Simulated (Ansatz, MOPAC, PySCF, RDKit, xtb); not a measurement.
Noncovalent pair: H2S (SMILES S) (first 3 atoms) with H2S (SMILES S); geometry from NCB31 set.
(charge 0, multiplicity 1):
```xyz
6

S     -2.031     0.103    -0.001
H     -1.934    -0.818     0.970
H     -1.940    -0.837    -0.954
S      2.080    -0.085     0.000
H      2.339     1.231    -0.002
H      0.754     0.134    -0.004
```

Counterpoise-corrected where a basis set is named; no monomer relaxation. Rows marked so take none. RDKit's UFF carries no charges.

Frozen-core correlation. Rows in STO-3G carry no dispersion term and start afresh at each structure. The state that PM6 reach isn't checked.

The values were computed with Ansatz (a program for electronic structure); MOPAC for PM6 (differences of heats of formation); PySCF for M06-2X, STO-3G rows, the dispersion terms; RDKit for the force fields; xtb for the GFN methods. Each number belongs to the level named beside it.

```tsv
level	interaction energy (meV)
UFF	0.3
PM6	-44.6
GFN2-xTB	-82.7
HF/STO-3G (no counterpoise)	-21.1
SVWN5/def2-TZVPPD	-142.7
PBE0-D4/def2-TZVPPD	-89.7
M06-2X/def2-TZVPPD	-58.9
MP2/aug-cc-pV(D+d)Z	___
CCSD(T)/aug-cc-pV(T+d)Z	___
```

### Question
Complete the blanks.

### Answer

- MP2/aug-cc-pV(D+d)Z, interaction energy (meV): -64.0
- CCSD(T)/aug-cc-pV(T+d)Z, interaction energy (meV): -65.6
